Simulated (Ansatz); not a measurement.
## Relaxing Co3Bi

Computed with DFT r2SCAN, scalar-relativistic, plane waves, PAW (Ansatz 0.2.0). Cutoff 500 eV, Γ-centred k mesh, Gaussian smearing, collinear spin, first started from parallel moments.

Co3Bi was placed on the Cu3Au (L1_2) structure type (Pm-3m, No. 221), with Bi in place of Au, Co in place of Cu, at a guessed volume.

```
Co Bi
1.0
     3.90342    0.00000    0.00000
     0.00000    3.90342    0.00000
     0.00000    0.00000    3.90342
Co Bi
3 1
Direct
  0.00000 0.50000 0.50000
  0.50000 0.00000 0.50000
  0.50000 0.50000 0.00000
  0.00000 0.00000 0.00000
```

Cell and atoms relax at zero pressure; the relaxation can't lower the symmetry of the start.

Formation energies are uncorrected and refer to the elements' standard structures at the same level.

Task: What does it relax into?

Result: It keeps Pm-3m (No. 221). The result has the Cu3Au (L1_2) structure. Conventional cell: a = 3.915 Å. Co has 4 Bi at 2.77 Å and 8 Co at 2.77 Å; around Bi lie 12 Co at 2.77 Å.

```xyz
4
Lattice="3.9150 0.0000 0.0000 0.0000 3.9150 0.0000 0.0000 0.0000 3.9150" Properties=species:S:1:pos:R:3 pbc="T T T"
Co    0.0000    1.9575    1.9575
Co    1.9575    0.0000    1.9575
Co    1.9575    1.9575    0.0000
Bi    0.0000    0.0000    0.0000
```

Task: What are its volume, energy, gap and moment?

Result: The volume per atom is 15.00 Å³. The density is 10.68 g/cm³, the energy over the elements is 0.54 eV/atom and the gap on the 12×12×12 mesh is 0 eV (a metal). The net moment per atom is 1.36 μB and the largest site moment is 1.88 μB.

The final run used a 12×12×12 mesh on its 4-atom cell and 0.10 eV smearing. The k mesh leaves about 4 meV/atom of noise in metals. Spin–orbit coupling is left out. The magnetic state reached may not be the lowest. A structure relaxed within its symmetry needn't be a true minimum.

Cost: 2 runs of about 5.5 core-minutes in all, on Intel Xeon Platinum 8375C (Ice Lake) (shared hosts).